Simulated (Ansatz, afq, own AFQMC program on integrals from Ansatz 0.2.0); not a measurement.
# MgF⁻, triplet: AFQMC among the cluster methods

```yaml
atoms:
  - { symbol: F, position_ang: [0.0000, 0.0000, 0.0000] }
  - { symbol: Mg, position_ang: [0.0000, 0.0000, 6.1890] }
```

Basis aug-cc-pVDZ. Noble-gas cores (and the filled d shells of Ga–Kr and In–Xe) are frozen. AFQMC by an in-house program on the Cholesky factors that Ansatz 0.2.0 writes for its CCSD(T) run. The CISD trial takes its coefficients from CCSD amplitudes. Released means that phaseless walkers are propagated on without the constraint, phases kept. Error bars are statistical, one sigma.

Determinant: UHF, the one that the program's search chose, which needn't be the lowest solution. The geometry is a point of a scan.

No full CI on the walks' own integrals is used here; CCSDT(Q) serves as the reference and is uncertain by about the last step of the cluster series.

Cautions: lower spins were not checked; the released energies get too noisy after the second time (errors over twice the walk's own, or jumping), so no released level is given (meV from the phaseless value at times in 1/Eh: 34 ± 30 at 0.24, -31 ± 31 at 0.51, 11 ± 60 at 0.99, -17 ± 108 at 1.62, -520 ± 155 at 2.40), though the last usable value meets CCSDT(Q) within the noise.

```
T1 diagnostic                               : 0.0216
weight of the determinant in the CISD state : 0.928
⟨S²⟩ of the determinant                     : 2.000
size of the correlated space                : 10 electrons in 44 orbitals
```

Reference: CCSDT(Q), correlation energy -6.677 eV.

```csv
level,E − E(reference) (kJ/mol),share of correlation (%)
HF,644.2,0.00
MP2,14.8,97.70
CCSD,18.0,97.20
CCSD(T),2.3,99.64
CCSDT,1.4,99.78
ph-AFQMC/HF,-16.8 ± 5.8,102.61
ph-AFQMC/CISD,2.0 ± 2.6,99.69
```

A walk keeps the symmetry of its determinant, which the program's search chose and which needn't be the lowest solution, so a lower state of the same spin and another symmetry isn't excluded.
